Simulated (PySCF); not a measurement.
isobutane (C4H10), SMILES CC(C)C.

The structure is a stationary point at B3LYP-D3(BJ)/def2-SVP.

Two levels are set side by side: TDA-PBE/def2-SVPD (PySCF) and TDA-B3LYP/def2-SVPD (PySCF). Vertical, same geometry. The lowest singlet is HOMO→LUMO 99 % with PBE and HOMO→LUMO 98 % with the other functional; states are paired by order. Differences are taken from unrounded values.

| quantity | TDA-PBE |
|---|---|
| lowest singlet excitation (eV) | 7.73 |
| lowest triplet excitation (TDA) (eV) | 7.53 |
| first bright state (f over 0.05) (eV) | 7.99 |
| its oscillator strength | 0.07 |

Problem. These are the TDA-PBE values. What does TDA-B3LYP give? (An estimate is asked for; the answer gives what the named calculation found.)

Solution. 
```csv
quantity,TDA-B3LYP,TDA-PBE minus TDA-B3LYP
lowest singlet excitation (eV),8.35,-0.62
lowest triplet excitation (TDA) (eV),8.11,-0.58
first bright state (f over 0.05) (eV),8.57,-0.58
its oscillator strength,0.08,-0.01
```

Functionals without exact exchange tend to place singlet excitations lower, as here. Differences between two approximate levels are no errors against the true value.

Rough cost on one machine, each run with all the roots and properties that it gave: TDA-B3LYP against TDA-PBE about 2 times.
